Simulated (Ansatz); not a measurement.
**Antifluorite Mg2Ge**

Computed with LDA (Ansatz, an electronic-structure program, plane waves, PAW).

Settings: plane-wave cutoff 500 eV, 12×12×12 k mesh, Fermi–Dirac smearing 0.05 eV, scalar-relativistic PAW data made under PBE.

Cell (relaxed at this level):

```cif
data_Ge4Mg8
_chemical_formula_sum 'Mg8 Ge4'
_space_group_name_H-M_alt 'Fm-3m'
_space_group_IT_number 225
_space_group_name_Hall '-F 4 2 3'
_cell_length_a 6.28748
_cell_length_b 6.28748
_cell_length_c 6.28748
_cell_angle_alpha 90.000
_cell_angle_beta 90.000
_cell_angle_gamma 90.000
loop_
_atom_site_label
_atom_site_type_symbol
_atom_site_symmetry_multiplicity
_atom_site_Wyckoff_symbol
_atom_site_fract_x
_atom_site_fract_y
_atom_site_fract_z
_atom_site_occupancy
Mg1 Mg 8 c 0.25000 0.25000 0.25000 1
Ge1 Ge 4 a 0.00000 0.00000 0.00000 1
```
(The calculation used a cell of 3 atoms; values per cell refer to that cell.)

For antifluorite Mg2Ge, the band gap is 0.10 eV (under three smearing widths, so not firm).

Measured, for comparison: band gap 0.74 eV (temperature not stated, not corrected to a static lattice, indirect, Γ–X; as tabulated in Ryu et al. (2019), arXiv:1905.06140).

Spin–orbit coupling is not included.
